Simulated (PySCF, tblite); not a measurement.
# LiHF+, an ion with solvent molecules: NMR shifts, interaction energy, infrared bands, spin-spin couplings and core binding energies

One table from this session's results is given with a row withheld; the runs are named, their logs left out.

Programs: tblite 0.8.0 and PySCF 2.14.0. All values are calculated, for the isolated system unless a continuum is named. Atoms count from 0, parts from 1.

## The system as given

3 atoms, charge 1, multiplicity 1; geometry: rigid parts in contact. Parts: 1 = atom 0, `[Li+]`, charge 1; 2 = atoms 1–2, `F`, charge 0.

Set-up of the first run:

Job settings and geometry (Å):

```
{"job": {"kind": "dock", "xc": "GFN2-xTB", "basis": "xTB"}, "charge": 1, "multiplicity": 1, "parts": [{"atoms": "0-0", "charge": 1, "multiplicity": 1}, {"atoms": "1-2", "charge": 0, "multiplicity": 1}]}
Li     0.000000     0.000000     0.000000
F     -1.048230     1.288316     1.863623
H     -1.360413     1.884513     2.509061
```

Method: GFN2-xTB search for minima from random contacts, gas phase.

The run is started by

```bash
$ OMP_NUM_THREADS=1 python cluster_run.py task.json out
```

One launch serves the whole session: the jobs run in the order shown.

Among the steps run: Bringing the parts together with GFN2-xTB; Geometry optimisation at PBE0-D3(BJ)/def2-TZVPD; Shielding tensors: PBE0/pcSseg-2; Coupled-cluster interaction energy: CCSD(T) and MP2.

One of the session's tables, all rows but one given; the rest of the session is left out.

It belongs to the step «Coupled-cluster interaction energy: CCSD(T) and MP2». 

| method | interaction energy (kcal/mol) |
| --- | --- |
| HF/aug-cc-pVDZ | -23.42 |
| MP2/aug-cc-pVDZ | -20.93 |
| CCSD/aug-cc-pVDZ | -21.15 |
| CCSD(T)/aug-cc-pVDZ | -20.93 |
| HF/aug-cc-pVQZ | -24.24 |
| MP2/aug-cc-pVQZ | -22.00 |
| SCS-MP2/aug-cc-pVQZ | ? |
| MP2, extrapolated | -22.07 |
| CCSD(T), limit estimate | -22.07 |

Q: Estimate the row for SCS-MP2/aug-cc-pVQZ from the others.

**Answer.** interaction energy (kcal/mol): -22.05. In the column «interaction energy (kcal/mol)» it lies between CCSD(T), limit estimate (-22.07) and MP2/aug-cc-pVQZ (-22.00).
